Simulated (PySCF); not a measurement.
Compound: 1-methyl-1,2,4-triazole, C3H5N3.
Atom-mapped SMILES: `[CH3:1][n:2]1[cH:3][n:4][cH:5][n:6]1`

Structure used (GFN2-xTB), in Å, numbered top down from 1:
```xyz
11
C3H5N3 angstrom
C     -1.6067   -0.2347   -0.0425
N     -0.1851   -0.0565   -0.0206
C      0.5365    1.0738    0.0750
N      1.8181    0.7940    0.0856
C      1.8413   -0.5494   -0.0059
N      0.6516   -1.0984   -0.0710
H     -1.9928   -0.3683    0.9710
H     -2.0794    0.6351   -0.4964
H     -1.8333   -1.1268   -0.6242
H      0.1090    2.0539    0.1294
H      2.7462   -1.1200   -0.0263
```

NICS is the negative of the GIAO shielding at a point without a nucleus: at the ring centre (0) and 1 Å above and below it (1); zz is the component along the ring normal. Level: GIAO PBE0/pcSseg-1 (PySCF, non-relativistic, gas phase) on the GFN2-xTB geometry, one conformer.

Ring bond lengths (Å), with Mayer bond orders in brackets: N2–C3 1.344 (1.20), C3–N4 1.312 (1.56), N4–C5 1.347 (1.38), C5–N6 1.312 (1.57), N6–N2 1.337 (1.16).

Q: What do the NICS probes read (ppm)?

A: 
```json
{"ring": "N2–C3–N4–C5–N6", "type": "5-membered ring with 3 N; formal bonds all aromatic", "NICS(0)": "-13.1", "NICS(1), two faces": "-12.0 / -12.2", "NICS(1)zz, two faces": "-32.4 / -33.0", "rms pucker (Å)": "0.00", "centre to ring atoms, mean (Å)": "1.13"}
```

Q: What do they say, and how far can they be read as aromaticity?

A: 
- N2–C3–N4–C5–N6: mean NICS(1)zz -32.7 ppm, shielded. For a flat ring without four-coordinate atoms the NICS criterion counts such a value as aromatic.

Q: How equal are the bonds by HOMA? HOMA = 1 − mean of α(R − Ropt)² over the ring bonds, with Krygowski's 1993 parameters (CN: Ropt 1.334 Å, α 93.52 Å⁻²; NN: Ropt 1.309 Å, α 130.33 Å⁻²).

A: 
- N2–C3–N4–C5–N6: HOMA 0.96; the largest term is that of N6–N2, α(R − Ropt)² = 0.10. The geometric and the magnetic index point the same way.

Q: What field does 1 T along the ring normal induce along that normal at the second NICS(1) probe listed for ring N2–C3–N4–C5–N6, 1 Å off the ring?

A: NICSzz × B0 = -33.0 ppm × 1 T = -33 μT, against the applied field.

Q: What are the shieldings of the ring atoms and their hydrogens in the same run (means over atoms taken as equivalent)?

A: 
| atoms | environment | σ isotropic (ppm) |
| --- | --- | --- |
| N2 | pyrrole-type nitrogen | 35.7 |
| C3 | aromatic CH next to a ring nitrogen | 39.5 |
| N4 | pyridine-type nitrogen | -29.4 |
| C5 | aromatic CH next to a ring nitrogen | 31.4 |
| N6 | pyridine-type nitrogen | -71.1 |
| H10 | aromatic hydrogen | 23.85 |
| H11 | aromatic hydrogen | 23.83 |

Hardware: Intel Xeon Platinum 8259CL at 2.50 GHz, one thread (shared host). Cost: 13 s, 0.57 GiB resident at most. This is the whole shielding run at PBE0/pcSseg-1, SCF included.
